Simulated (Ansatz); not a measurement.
## Cs₃Bi₂Br₉ (P-3m1, No. 164)

Computed with r²SCAN+rVV10 (PAW; Ansatz, a quantum-chemistry and plane-wave program).

Numerical settings: plane-wave cutoff 560 eV, 6×6×4 k mesh (along the axes of the cell as run), Fermi–Dirac smearing 0.01 eV, scalar-relativistic PAW data made under PBE.

Cell: relaxed at this level.

- band gap = 2.76 eV
- smallest direct gap on the k points sampled = 2.78 eV
- lattice parameter a = 7.894 Å
- c axis length = 9.797 Å

Spin–orbit coupling is not included; with these elements it can move the gap by several tenths of an eV or more.

Computed values are for the static lattice.

The result took very roughly 9 core-minutes.
